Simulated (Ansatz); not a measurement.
Basis-set extrapolation for `C=C(N)N` (PBE0-D4/def2-TZVP geometry, frozen core, Ansatz). Multiplicity 1, RHF reference.

```tsv
	def2-TZVPP	def2-QZVPP
HF	-188.188912	-188.198019
MP2 correlation	-0.752844	-0.804604
CCSD(T) correlation	-0.813266	not run
```

Energies in hartree. Use E(X) = E(∞) + A·exp(−7.88·√X) for Hartree–Fock and E(X) = E(∞) + B·X^(−2.97) for correlation, with X = 3 and 4, and add CCSD(T) minus MP2 of the smaller set to the MP2 limit.

Task: What is the CCSD(T) energy at the basis-set limit?

Result: HF limit: -188.198019 + (-0.009107) × 0.13774 = -188.19927. MP2 limit: -0.804604 + (-0.051760) × 0.74074 = -0.84294. Higher-order term: -0.813266 − (-0.752844) = -0.06042. Total: -189.10263 hartree, 263.7 kJ/mol below CCSD(T)/def2-TZVPP.
